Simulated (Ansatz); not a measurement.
Ansatz (a first-principles code) input (B3LYP-D3(BJ)/def2-TZVP):

Ansatz 0.2 input:
```yaml
crystal:
  periodic: [false, false, false]
  atoms:
    - {symbol: S, position_ang: [-0.01743533, 0.01438329, 1.76806766]}
    - {symbol: C, position_ang: [-0.01314805, 1.23070799, 0.55295786]}
    - {symbol: C, position_ang: [-0.00694202, -1.22080061, 0.57228736]}
    - {symbol: C, position_ang: [-0.00387123, 0.70238336, -0.69588296]}
    - {symbol: C, position_ang: [-0.00025962, -0.71217976, -0.68475862]}
    - {symbol: H, position_ang: [-0.01805554, 2.26245804, 0.84290969]}
    - {symbol: H, position_ang: [-0.00631626, -2.24786726, 0.87821180]}
    - {symbol: H, position_ang: [-0.00001023, 1.29306401, -1.59436861]}
    - {symbol: H, position_ang: [0.00664588, -1.31672036, -1.57397223]}
basis:
  gaussian:
    orbitals: def2-TZVP
hamiltonian:
  xc: b3lyp
  dispersion: d3bj
relax: {f_tol: 0.002, max_steps: 150}
```

End of the output:

```
mean field -15050.56947598 eV, -553.0982265997 hartree, gradient 2.0e-5 eV, S^2 0.000000; 0 other end points of the search recorded, 0 dependent functions left out
the calculation of the forces begins
reference -15050.56971264 eV, -553.0982352969 hartree; 22, 22 occupied and 163, 163 virtual orbitals, 1167 factors
relax step   5: F+E_penalty+E_count = -15050.98690648 eV  Δ(F+E_penalty+E_count) = -3.184e-5 eV  max|allowed force component| = 6.694e-3 eV/Å  Δτ_max = 0.0013 Å  (33 SCF iters, accepted)
these checks for a lower state are left out or cut short: starts, cluster_reference, orbital_swaps, neighbouring_geometries, increment
integrals: 0.10 GiB planned
1167 factors; their error is unknown
mean field: 0.95 GiB planned
mean field -15050.56948439 eV, -553.0982269091 hartree, gradient 2.0e-5 eV, S^2 0.000000; 0 other end points of the search recorded, 0 dependent functions left out
the calculation of the forces begins
reference -15050.56972107 eV, -553.0982356068 hartree; 22, 22 occupied and 163, 163 virtual orbitals, 1167 factors
relax step   6: F+E_penalty+E_count = -15050.98690892 eV  Δ(F+E_penalty+E_count) = -2.432e-6 eV  max|allowed force component| = 7.339e-4 eV/Å  Δτ_max = 0.0003 Å  (33 SCF iters, accepted)
integrals: 0.10 GiB planned
1167 factors; their error is unknown
mean field: 0.95 GiB planned
mean field evaluation 64: about -15049.9834 eV, gradient 1.5e1 eV
mean field -15050.56948439 eV, -553.0982269091 hartree, gradient 2.0e-5 eV, S^2 0.000000; 1 other end points of the search recorded, 0 dependent functions left out
the calculation of the forces begins
reference -15050.56972107 eV, -553.0982356068 hartree; 22, 22 occupied and 163, 163 virtual orbitals, 1167 factors
Total energy: -15050.98714559 eV, -553.1135756751 hartree
Atom 0 at    -0.017612     0.014346     1.763874 Å, force    -0.000009    -0.000013    -0.000607 eV/Å
Atom 1 at    -0.013304     1.239805     0.559473 Å, force    -0.000050     0.000576     0.000705 eV/Å
Atom 2 at    -0.006945    -1.229807     0.578833 Å, force     0.000078    -0.000579     0.000734 eV/Å
Atom 3 at    -0.004052     0.706254    -0.697025 Å, force     0.000089    -0.000498    -0.000106 eV/Å
Atom 4 at    -0.000391    -0.715981    -0.685875 Å, force    -0.000068     0.000512    -0.000127 eV/Å
Atom 5 at    -0.017820     2.279463     0.842026 Å, force     0.000052    -0.000426    -0.000170 eV/Å
Atom 6 at    -0.006061    -2.264916     0.877650 Å, force    -0.000072     0.000424    -0.000169 eV/Å
Atom 7 at     0.000041     1.303732    -1.597065 Å, force    -0.000098    -0.000233    -0.000131 eV/Å
Atom 8 at     0.006753    -1.327468    -1.576438 Å, force     0.000077     0.000237    -0.000129 eV/Å
Dipole moment:     0.000633    -0.000784    -0.100200 e Å
```
